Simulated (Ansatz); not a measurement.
Two isomers of C4H4F2: A = `C=C(F)C(=C)F`, B = `FCC#CCF`.

Calculated with Ansatz (gas phase, PBE0-D4/def2-TZVP geometries, no zero-point term in ΔE). CCSD(T)/CBS adds triple-zeta CCSD(T) − MP2 to the extrapolated MP2 energy (def2 sets, frozen cores). Functionals use def2-TZVPP. B3LYP here is the variant with VWN-RPA as its local correlation; programs differ in this. One conformer a species, not always the lowest.

A:

```xyz
10

C    -1.055   -1.520   -0.065
C    -0.667   -0.257   -0.142
F    -1.524    0.704   -0.508
C     0.667    0.256    0.142
C     1.055    1.520    0.065
F     1.524   -0.704    0.507
H    -2.073   -1.798   -0.298
H    -0.348   -2.279    0.232
H     2.073    1.798    0.298
H     0.347    2.279   -0.232
```

B:

```xyz
10

F     0.8290   -2.2871   -1.5040
C     0.9637   -0.9140   -1.5607
C     0.2977   -0.2637   -0.4509
C    -0.2551    0.2922    0.4594
C    -0.9071    0.9520    1.5719
F    -2.1743    1.3863    1.2371
H     0.5366   -0.5704   -2.5081
H     2.0327   -0.6795   -1.5531
H    -0.9974    0.2619    2.4167
H    -0.3259    1.8225    1.8917
```

Task: Which is lower in electronic energy at CCSD(T)/CBS, and by how much? (Best estimate.)

Result: Ansatz gave: A, by 21.6 kcal/mol.

Task: Give E(B) − E(A) in kcal/mol with MP2/def2-TZVPP, B3LYP, r2SCAN-D4, CCSD/def2-TZVPP, CCSD(T)/def2-TZVPP, B3LYP-D4, PBE-D4. (An estimate is asked.)

Result: Ansatz gave: MP2/def2-TZVPP 18.7, B3LYP 22.2, r2SCAN-D4 26.1, CCSD/def2-TZVPP 20.8, CCSD(T)/def2-TZVPP 21.7, B3LYP-D4 23.4, PBE-D4 24.8. None reverses the order clearly.

Task: Does the order hold for the free energy at 298.15 K (harmonic terms from PBE0-D4)? (An estimate is asked.)

Result: Computed: Yes: G(B) − G(A) = +21.0 kcal/mol, for one conformer each. Modes under 60 cm⁻¹, often nearly free rotors, make the harmonic entropy too high.

Largest T1 diagnostic: 0.012.

Leaving LDA and LC-ωPBE aside and taking each functional with its dispersion term where it has one, the values, not all of them listed here, spread over 5.4 kcal/mol, from B2PLYP to B97M-V. LDA lies +4.4 kcal/mol from PBE without D4. The D4 term adds +1.2 kcal/mol with B3LYP and +0.6 kcal/mol with PBE0; it sums over pairs of atoms, weighted by their polarisabilities, and B3LYP, whose exchange is more repulsive, gets the larger term.
